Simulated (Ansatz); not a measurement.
# Si₂H₃+ (triplet): one geometry, many settings

Aim: run Si₂H₃+ (triplet) at one geometry under a spread of methods and options, and see what each costs and gives.

Program: Ansatz 0.2.0, Gaussian basis. Level of theory: the settings change from run to run. These are calculated values, not measurements.

20 further runs of the same task are left out: 9 that didn't finish, 11 set aside as unsound or not needed.

### Step 1. The system

The geometry is a PBE0/def2-TZVP stationary point (not a proven minimum) of the parent state, kept for this charge and spin.

5 atoms, charge 1, spin multiplicity 3.

Atoms are counted from 1 here; the program's logs count them from 0.

Bond lengths: Si1–Si2 2.368 Å, Si1–H3 1.491 Å, Si1–H4 1.501 Å, Si1–H5 1.491 Å. Angles: Si2–Si1–H3 116.7°, Si2–Si1–H4 99.3°, Si2–Si1–H5 116.7°, H3–Si1–H4 107.5°, H3–Si1–H5 108.0°, H4–Si1–H5 107.5°.

Geometry (Å):

```csv
atom,x (Å),y (Å),z (Å)
Si1,0.00507,0.00000,1.09652
Si2,0.00709,0.00000,-1.27147
H3,0.56868,1.20619,1.76818
H4,-1.47622,-0.00001,1.33844
H5,0.56869,-1.20619,1.76818
```

### Step 2. CASSCF(2,4)/cc-pVDZ

The input, in.yaml:

```yaml
crystal:
  periodic: [false, false, false]
  atoms:
    - {symbol: Si, position_ang: [0.005068, 0.000000, 1.096519]}
    - {symbol: Si, position_ang: [0.007092, 0.000000, -1.271468]}
    - {symbol: H, position_ang: [0.568683, 1.206193, 1.768182]}
    - {symbol: H, position_ang: [-1.476221, -0.000005, 1.338443]}
    - {symbol: H, position_ang: [0.568691, -1.206189, 1.768182]}
basis:
  gaussian: {orbitals: cc-pVDZ}
total_charge: 1
magnetization: {spin_polarized: false, initial_magnetization: 2}
correlation: {active_space: {window: {electrons: 2, orbitals: 4}, states: [{multiplicity: 3, weights: [1, 1]}]}}
output: {forces: true}
```

Launch:

```
$ ansatz run in.yaml --threads 1 --pin off --events-out ev --progress --plain --max-ram 2393MiB
```

The program printed:

```text
Functional definition: HF
  name "HF"
  cite "Fock, Z. Phys. 61, 126 (1930) doi:10.1007/BF01340294"
  parent pbe
  exchange = exact_x
  correlation = 0
979 factors; integrals over basis functions are off by at most 1.5e-7 eV
mean field evaluation 1: about -15759.9315 eV, gradient 1.2e1 eV
mean field evaluation 2: about -15759.9344 eV, gradient 1.2e1 eV
mean field evaluation 4: about -15761.6288 eV, gradient 1.6e0 eV
mean field evaluation 8: about -15761.6933 eV, gradient 1.7e-1 eV
mean field evaluation 16: about -15761.5866 eV, gradient 1.4e-2 eV
mean field evaluation 32: about -15761.6629 eV, gradient 3.9e-1 eV
mean field -15761.69534837 eV, -579.2316203917 hartree, gradient 9.9e-6 eV, S^2 2.000000; 6 other end points of the search recorded, 0 dependent functions left out
reference -15761.69534837 eV, -579.2316203917 hartree; 16, 14 occupied and 35, 37 virtual orbitals, 979 factors
state -15761.69120271 eV, -579.2314680415 hartree
state -15761.58232454 eV, -579.2274668427 hartree
the calculation of the forces begins
Total energy: -15761.63676362 eV, -579.2294674421 hartree
Atom 0 at     0.005068     0.000000     1.096519 Å, force    -0.840912    -0.000003     3.216721 eV/Å
Atom 1 at     0.007092     0.000000    -1.271468 Å, force     0.207703     0.000001    -0.982749 eV/Å
Atom 2 at     0.568683     1.206193     1.768182 Å, force     0.183557     0.040724    -0.852864 eV/Å
Atom 3 at    -1.476221    -0.000005     1.338443 Å, force     0.266095     0.000001    -0.528245 eV/Å
Atom 4 at     0.568691    -1.206189     1.768182 Å, force     0.183557    -0.040723    -0.852864 eV/Å
Dipole moment:     0.055927     0.000000    -0.592813 e Å
```

Wall time 6 s (1 thread of Arm Neoverse V2, shared host).

From the report: 16 determinants; active occupations (of the averaged states) 1.00, 0.50, 0.50, 0.00.

### Step 3. MP2 on ROHF/cc-pVDZ

Changes to in.yaml since step 2:

```diff
@@ -12,3 +12,3 @@
 magnetization: {spin_polarized: false, initial_magnetization: 2}
-correlation: {active_space: {window: {electrons: 2, orbitals: 4}, states: [{multiplicity: 3, weights: [1, 1]}]}}
+correlation: {method: mp2, electrons: valence}
 output: {forces: true}
```

Launched as before.

The program printed (excerpt; [...] marks lines left out):

```text
Functional definition: HF
  name "HF"
  cite "Fock, Z. Phys. 61, 126 (1930) doi:10.1007/BF01340294"
  parent pbe
[...]
496 factors; integrals over basis functions are off by at most 1.2e-3 eV
[...]
mean field -15761.69530548 eV, -579.2316188158 hartree, gradient 9.6e-6 eV, S^2 2.000000; 6 other end points of the search recorded, 0 dependent functions left out
[...]
10 core orbitals not correlated: weight in the atoms' cores, before any rotation towards them, 1.000 or more for the frozen orbitals, at most 0.000 for the correlated occupied ones
reference -15761.69530548 eV, -579.2316188158 hartree; 6, 4 occupied and 35, 37 virtual orbitals, 496 factors
second order -3.87340206 eV of doubles, -0.06512351 eV of singles
[...]
Total energy: -15765.63383105 eV, -579.3763569608 hartree
Atom 0 at     0.005068     0.000000     1.096519 Å, force    -0.359085    -0.000001     2.960067 eV/Å
Atom 1 at     0.007092     0.000000    -1.271468 Å, force    -0.002542    -0.000000    -0.879140 eV/Å
Atom 2 at     0.568683     1.206193     1.768182 Å, force     0.155007     0.111706    -0.697818 eV/Å
Atom 3 at    -1.476221    -0.000005     1.338443 Å, force     0.051613     0.000000    -0.685292 eV/Å
Atom 4 at     0.568691    -1.206189     1.768182 Å, force     0.155007    -0.111705    -0.697818 eV/Å
Dipole moment:     0.040474     0.000000    -0.503445 e Å
```

Wall time 1.7 s (1 thread of Arm Neoverse V2, shared host).

### Step 4. CCSD(T) on UHF/cc-pVDZ

Changes to in.yaml since step 3:

```diff
@@ -11,4 +11,4 @@
 total_charge: 1
-magnetization: {spin_polarized: false, initial_magnetization: 2}
-correlation: {method: mp2, electrons: valence}
-output: {forces: true}
+magnetization: {spin_polarized: true, initial_magnetization: 2}
+correlation: {method: ccsd_t, electrons: outside_noble_gas}
+accuracy: high
```

Same command.

The program printed (excerpt; [...] marks lines left out):

```text
Functional definition: HF
  name "HF"
  cite "Fock, Z. Phys. 61, 126 (1930) doi:10.1007/BF01340294"
  parent pbe
[...]
1140 factors; integrals over basis functions are off by at most 3.8e-9 eV
[...]
mean field -15761.80698021 eV, -579.2357227864 hartree, gradient 2.7e-8 eV, S^2 2.014203; 8 other end points of the search recorded, 0 dependent functions left out
determinant -15761.80698021 eV, -579.2357227864 hartree, with singles and doubles -15766.76581397 eV, -579.4179565656 hartree
determinant -15761.70032669 eV, -579.2318033417 hartree, with singles and doubles -15766.65019528 eV, -579.4137076572 hartree
determinant -15759.47734323 eV, -579.1501102063 hartree, with singles and doubles -15764.28750986 eV, -579.3268805696 hartree
determinant -15761.80698021 eV, -579.2357227864 hartree, with singles and doubles -15766.76624887 eV, -579.4179725481 hartree
determinant -15761.70032669 eV, -579.2318033417 hartree, with singles and doubles -15766.65067502 eV, -579.4137252875 hartree
10 core orbitals not correlated: weight in the atoms' cores, before any rotation towards them, 1.000 or more for the frozen orbitals, at most 0.000 for the correlated occupied ones
reference -15761.80698021 eV, -579.2357227864 hartree; 6, 4 occupied and 35, 37 virtual orbitals, 1140 factors
second order -3.82945195 eV of doubles, -0.00000000 eV of singles
cycle   1  -4.95926220 eV  change    6.5e-6 eV  update   4.3e-6
[...]
cycle  16  -4.95925589 eV  change  -1.1e-10 eV  update  5.0e-10
perturbative correction -0.13252808 eV, -0.0048703171 hartree
Total energy: -15766.89876419 eV, -579.4228423961 hartree
```

Wall time 8.5 s (1 thread of Arm Neoverse V2, shared host).

From the report: ⟨S²⟩ of the determinant 2.014 (pure triplet: 2.00); correlation -5.0918 eV; T1 0.022; largest double amplitude 0.06.

### Step 5. MP2 on ROHF/cc-pVDZ

Changes to in.yaml since step 4:

```diff
@@ -11,4 +11,4 @@
 total_charge: 1
-magnetization: {spin_polarized: true, initial_magnetization: 2}
-correlation: {method: ccsd_t, electrons: outside_noble_gas}
-accuracy: high
+magnetization: {spin_polarized: false, initial_magnetization: 2}
+correlation: {method: mp2, electrons: outside_noble_gas}
+output: {forces: true}
```

Same command.

The program printed (excerpt; [...] marks lines left out):

```text
Functional definition: HF
  name "HF"
  cite "Fock, Z. Phys. 61, 126 (1930) doi:10.1007/BF01340294"
  parent pbe
[...]
496 factors; integrals over basis functions are off by at most 1.2e-3 eV
[...]
mean field -15761.69530548 eV, -579.2316188158 hartree, gradient 9.6e-6 eV, S^2 2.000000; 6 other end points of the search recorded, 0 dependent functions left out
[...]
10 core orbitals not correlated: weight in the atoms' cores, before any rotation towards them, 1.000 or more for the frozen orbitals, at most 0.000 for the correlated occupied ones
reference -15761.69530548 eV, -579.2316188158 hartree; 6, 4 occupied and 35, 37 virtual orbitals, 496 factors
second order -3.87340206 eV of doubles, -0.06512351 eV of singles
[...]
Total energy: -15765.63383105 eV, -579.3763569608 hartree
Atom 0 at     0.005068     0.000000     1.096519 Å, force    -0.359085    -0.000001     2.960067 eV/Å
Atom 1 at     0.007092     0.000000    -1.271468 Å, force    -0.002542    -0.000000    -0.879140 eV/Å
Atom 2 at     0.568683     1.206193     1.768182 Å, force     0.155007     0.111706    -0.697818 eV/Å
Atom 3 at    -1.476221    -0.000005     1.338443 Å, force     0.051613     0.000000    -0.685292 eV/Å
Atom 4 at     0.568691    -1.206189     1.768182 Å, force     0.155007    -0.111705    -0.697818 eV/Å
Dipole moment:     0.040474     0.000000    -0.503445 e Å
```

It took 1.6 s on 1 thread of Arm Neoverse V2, shared host.

### Step 6. BCCD(T)/cc-pVDZ

Changes to in.yaml since step 5:

```diff
@@ -12,3 +12,5 @@
 magnetization: {spin_polarized: false, initial_magnetization: 2}
-correlation: {method: mp2, electrons: outside_noble_gas}
+hamiltonian: {xc: {name: B3LYP}}
+correlation: {method: bccd_t, electrons: outside_noble_gas}
+accuracy: high
 output: {forces: true}
```

Launched as before.

The program printed (excerpt; [...] marks lines left out):

```text
Functional definition: B3LYP
  name "B3LYP"
  cite "Stephens, Devlin, Chabalowski & Frisch, J. Phys. Chem. 98, 11623 (1994) doi:10.1021/j100096a001"
  cite "Becke, Phys. Rev. A 38, 3098 (1988) doi:10.1103/PhysRevA.38.3098"
  cite "Lee, Yang & Parr, Phys. Rev. B 37, 785 (1988) doi:10.1103/PhysRevB.37.785"
  cite "Vosko, Wilk & Nusair, Can. J. Phys. 58, 1200 (1980) doi:10.1139/p80-159"
[...]
1140 factors; integrals over basis functions are off by at most 3.8e-9 eV
[...]
mean field -15793.38235200 eV, -580.3960962969 hartree, gradient 7.3e-8 eV, S^2 2.000000; 6 other end points of the search recorded, 0 dependent functions left out
[...]
10 core orbitals not correlated: weight in the atoms' cores, before any rotation towards them, 1.000 or more for the frozen orbitals, at most 0.000 for the correlated occupied ones
reference -15761.28631314 eV, -579.2165886242 hartree; 6, 4 occupied and 35, 37 virtual orbitals, 1140 factors
second order -4.14805908 eV of doubles, -0.27598911 eV of singles
cycle   1  -5.11223023 eV  change   -6.9e-1 eV  update   7.0e-2
[...]
cycle  27  -5.38207676 eV  change  -7.9e-11 eV  update  9.3e-10
perturbative correction -0.13855082 eV, -0.0050916487 hartree
[...]
Total energy: -15766.80694072 eV, -579.4194679459 hartree
Atom 0 at     0.005068     0.000000     1.096519 Å, force    -0.299622    -0.000001     2.786319 eV/Å
Atom 1 at     0.007092     0.000000    -1.271468 Å, force    -0.007029    -0.000000    -0.918723 eV/Å
Atom 2 at     0.568683     1.206193     1.768182 Å, force     0.180499     0.187557    -0.615828 eV/Å
Atom 3 at    -1.476221    -0.000005     1.338443 Å, force    -0.054347    -0.000000    -0.635940 eV/Å
Atom 4 at     0.568691    -1.206189     1.768182 Å, force     0.180500    -0.187556    -0.615828 eV/Å
Dipole moment:     0.036157     0.000000    -0.473499 e Å
```

It took 36 s on 1 thread of Arm Neoverse V2, shared host; peak memory 0.38 GiB.

From the report: correlation -5.5206 eV; largest double amplitude 0.06.

### Step 7. All runs side by side

Where basis and cores are those of an earlier UCCSDT(Q)/cc-pVDZ run (-15766.9406 eV), and the state is the same kind, the miss against it is given.

```csv
level,correlated,functions,energy (eV),from UCCSDT(Q) (meV),time
"CASSCF(2,4)/cc-pVDZ (mean of several states)",,51,-15761.6368,,6 s
MP2 on ROHF/cc-pVDZ,valence,51,-15765.6338,1306.7,1.7 s
CCSD(T) on UHF/cc-pVDZ,outside noble gas,51,-15766.8988,41.8,8.5 s
MP2 on ROHF/cc-pVDZ,outside noble gas,51,-15765.6338,1306.7,1.6 s
BCCD(T)/cc-pVDZ (on B3LYP orbitals),outside noble gas,51,-15766.8069,133.6,36 s
```

### Step 8. Outcome

| quantity | value |
| --- | --- |
| runs | 5 |
| quickest | MP2 on ROHF/cc-pVDZ, 1.6 s |
| slowest | BCCD(T)/cc-pVDZ (on B3LYP orbitals), 36 s |

What this shows: Total energies in different bases, with other cores or another treatment of relativity can't be set against each other. BCCD(T)/cc-pVDZ (on B3LYP orbitals) took 22 times as long as MP2 on ROHF/cc-pVDZ; the jobs differ in more than the method. Among the correlated runs with a miss given, it spans +42 to +1307 meV. Cores frozen from Kohn-Sham orbitals shift the total energy.
